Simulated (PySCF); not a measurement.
**Telling isomers of C$_{2}$H$_{5}$NO apart by NMR**

Computed data (PySCF): PBE0-D3(BJ)/def2-SVP geometry, shieldings: GIAO PBE0/pcSseg-1, J couplings at B3LYP/pcJ-1. One conformer, one averaged value for each set of equivalent atoms, no solvent, non-relativistic Hamiltonian.

Scale: 1H, 13C vs TMS (reference shieldings calculated alike). Multiplet labels drop J under 1 Hz and among equivalent protons, and merge close values. Unscaled 3J(H,H) run several per cent high. Vicinal couplings that depend on rotamer populations or ring flexing (ring, CH–CH, X–H and H–F types) are those of the one conformer. Acid and N–H amide carbonyl carbons lie up to 10 ppm further downfield in solution (hydrogen bonding). Shifts are as computed. Against solution values, carbons near 30 ppm lie about +2 ppm off and those near 130 ppm about +5 ppm. Of 1211 compounds with measured shifts, 218 miss one by over three times the rms of a fit or turn the order of signals round; such compounds aren't used in these exercises. OH and NH positions are gas-phase values without hydrogen bonding to other molecules.

(1) Tabulate the signals of `C/C=N/O`, `CNC=O` and their relative energies.

(2) What is the quickest way to tell C/C=N/O from CNC=O?

Answers

(1) 
```json
{"SMILES": "C/C=N/O", "carbon types": "1×CH 1×CH3", "δC": "148.0, 18.0", "δH": "7.26 (q, 1H), 5.92 (br s, 1H), 1.88 (d, 3H)", "E rel. (kcal/mol)": "44.5"}
{"SMILES": "CNC=O", "carbon types": "1×CH 1×CH3", "δC": "159.8, 22.8", "δH": "7.88 (d, 1H), 3.89 (br, 1H), 2.93 (d, 3H)", "E rel. (kcal/mol)": "0.0"}
```

Energies are electronic energies at PBE0/pcSseg-1 on these geometries, without zero-point or thermal terms, each for the one conformer computed, which needn't be the lowest.

(2) Both give the same number of carbon signals, with the same numbers of each carbon type, so the positions decide. The first has a C=N carbon (CH) at 148.0 ppm, the second an amide carbonyl carbon (CH) at 159.8 ppm. In the proton spectra the most deshielded non-exchanging signals are 7.26 (q, J = 6.9 Hz, 1H) and 7.88 (d, J = 1.7 Hz, 1H).
